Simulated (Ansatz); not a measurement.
PH3, singlet: CASSCF and its corrections

Calculated in Ansatz's Gaussian-basis code. Basis cc-pVDZ, nonrelativistic, 5 orbitals frozen in the corrections. State-specific CASSCF; RHF is the lowest restricted (open-shell) Hartree–Fock solution met. No symmetry is imposed, so a solution can break that of the shape. Lower solutions, or ones in other orbitals, may exist.

Geometry:

| atom | x (Å) | y (Å) | z (Å) |
| --- | --- | --- | --- |
| P | 0.0000 | 0.0000 | 0.1198 |
| H | 1.1008 | 0.0000 | -0.5988 |
| H | -0.5504 | 0.9533 | -0.5988 |
| H | -0.5504 | -0.9533 | -0.5988 |

Question: What do CASSCF and its corrections give against RHF in CAS(8,7), and what are the occupations?

Answer: CASSCF -1.186 eV, SC-NEVPT2 -3.687 eV; occupations 1.99, 1.98, 1.98, 1.98, 0.03, 0.03, 0.01.
